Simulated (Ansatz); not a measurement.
# Telling isomers of C3H6 apart by their spectra

These gas-phase data were calculated for one isomer of C3H6 at B3LYP-D3(BJ)/def2-SVP (harmonic, unscaled wavenumbers; equilibrium rotational constants with average atomic masses):

| Quantity | Value |
| --- | --- |
| rotational constants | 46.58, 9.216, 8.081 GHz |
| all wavenumbers above 1500 cm⁻¹ | 3226, 3136, 3128, 3112, 3077, 3016, 1726 |

Candidates:

(1) `C=CC`, a singlet
(2) `C1CC1`, a singlet

Problem. Assign the data to one candidate and say why. Where the bands don't settle it, estimate the moments of inertia from typical bond lengths.

Solution. Candidate (1). The rotational constants decide: (2) would give 20.03, 20.03, 12.55 GHz.

The same quantities for all candidates:

|  | rotational constants (GHz) | wavenumbers above 1500 cm⁻¹ | E above the lowest, B3LYP-D3(BJ)/def2-SVP (kcal/mol) |
| --- | --- | --- | --- |
| (1) | 46.58, 9.216, 8.081 | 3226, 3136, 3128, 3112, 3077, 3016, 1726 | 0.0 |
| (2) | 20.03, 20.03, 12.55 | 3222, 3206, 3206, 3128, 3120, 3120, 1505 | 7.6 |

Programs: Ansatz 0.2.0.
